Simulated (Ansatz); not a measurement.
## A Morse fit to a bond in SiH3, doublet, and a point to predict

Starting geometry (PBE0/def2-TZVP stationary point for this spin, which needn't be the lowest; state A'):

```xyz
4

Si    0.0001   -0.0001   -0.0437
H     1.4153    0.0146    0.4091
H    -0.7211    1.2200    0.4030
H    -0.6968   -1.2329    0.4066
```

Atom H4 moves along the line of the distance Si1-H4, all else staying in place. Energies are in eV from the starting point at each level.

Basis 6-31G; Ansatz 0.2.0. Correlated methods freeze the noble-gas cores. Prefix R: restricted or restricted open-shell reference; prefix U: unrestricted.

Full CI is exact within this basis and frozen core; it isn't the basis-set limit. The frozen core follows each run's orbitals, which can shift R against U totals by a few meV.

```csv
distance Si1-H4 (Å),full CI,UCCSD(T)
1.170,1.684,1.682
1.352,0.276,0.275
1.486,0.000,0.000
1.629,0.074,0.075
1.778,?,?
2.020,0.988,0.995
2.395,1.925,1.951
2.803,2.628,2.676
3.294,3.016,3.049
4.029,3.094,3.095
5.142,3.094,3.098
```

A Morse curve E(r) = E0 + De (1 − exp(−a (r − re)))² is laid through the three points about the minimum (1.352, 1.486, 1.629 Å), with E0 + De set to the last point:

| level | re (Å) | a (1/Å) | E0 (eV) | De (eV) | k = 2 De a² (eV/Å²) |
| --- | --- | --- | --- | --- | --- |
| full CI | 1.518 | 1.597 | -0.008 | 3.102 | 15.8 |
| UCCSD(T) | 1.517 | 1.597 | -0.008 | 3.106 | 15.8 |

Problem. Use the full-CI fit to predict the withheld energy at 1.778 Å.

Solution. exp(−1.597 × (1.778 − 1.518)) = 0.6602; E = -0.008 + 3.102 × (1 − 0.6602)² = 0.350 eV. Full CI in 6-31G gives 0.360 eV, so the Morse form is 0.010 eV too low there (0.3 % of De). At the other points past the fit it misses by up to 0.28 eV (at 2.803 Å), so the curve isn't Morse-like throughout. UCCSD(T) gives 0.363 eV.

Unrestricted rows (U) aren't spin-pure: their determinants' ⟨S²⟩ exceeds S(S+1) by up to 0.54, so they mix in states of higher spin. Coupled cluster chose its determinant by a search with trial CCSD, here up to 0.19 eV above the lowest Hartree–Fock solution of its kind.

De here is the energy of pulling rigid fragments apart in this basis, without relaxation or zero-point terms. The set has no polarisation functions, so bonds come out too long and too weak, most of all with atoms from Na to Ar.
